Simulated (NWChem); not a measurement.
Total energies of disulfur (S₂)

```xyz
2

S      0.0000     0.0000     0.9520
S      0.0000     0.0000    -0.9520
```
Charge 0, spin multiplicity 3.

All runs are NWChem calculations. All single points use one geometry, from UPBE0/def2-SVP, a minimum by its harmonic frequencies.

Basis set: cc-pVDZ (36 functions).

```tsv
method	total energy (Ha)
UHF	-795.06054
UMP2	-795.29896
UB2PLYP	-796.09633
UPBE	-796.03520
UB3LYP	-796.40486
Ur2SCAN	-796.32057
```

Total energies of different functionals aren't comparable as a measure of quality: only differences taken within one method are. 

The correlated methods keep 10 core orbitals frozen. B3LYP has NWChem's definition, with VWN1-RPA local correlation. The unpaired electrons of the parent sit in orbitals of symmetry b2g and b3g (D2h labels of the run); other states weren't searched. The stability of the SCF solutions was not checked. Open-shell Hartree-Fock references start from PBE0 orbitals.
